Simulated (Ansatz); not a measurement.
A run of Ansatz (development build ahead of 0.2.0) on doublet C2H2(+) at this shape:

```xyz
4

C     0.1031   -0.4944   -0.3098
C    -0.0953    0.5073    0.3019
H     0.2807   -1.3911   -0.8573
H    -0.2729    1.4040    0.8495
```

Its results:

```yaml
Converged: yes
Total_energy: -76.49031 hartree
Spin_squared_of_the_determinant: 0.755
Stability_test: minimum
```

Forces (eV/Å):
| atom | Fx | Fy | Fz |
| --- | --- | --- | --- |
| C1 | 0.615 | -3.107 | -1.897 |
| C2 | -0.615 | 3.107 | 1.897 |
| H3 | 0.024 | -0.123 | -0.075 |
| H4 | -0.024 | 0.123 | 0.075 |

Task: Which input gives this output? Name the method, the orbitals and the basis set, and write the input.

Result: UHF in def2-TZVP.

```yaml
crystal:
  periodic: [false, false, false]
  atoms:
    - { symbol: C, position_ang: [0.10313, -0.4944, -0.30976] }
    - { symbol: C, position_ang: [-0.09531, 0.50735, 0.30194] }
    - { symbol: H, position_ang: [0.28074, -1.39109, -0.8573] }
    - { symbol: H, position_ang: [-0.27293, 1.40404, 0.84947] }
basis:
  gaussian: { orbitals: def2-TZVP }
total_charge: 1
magnetization:
  spin_polarized: true
  initial_magnetization: 1
hamiltonian:
  xc: hf
output:
  forces: true
```
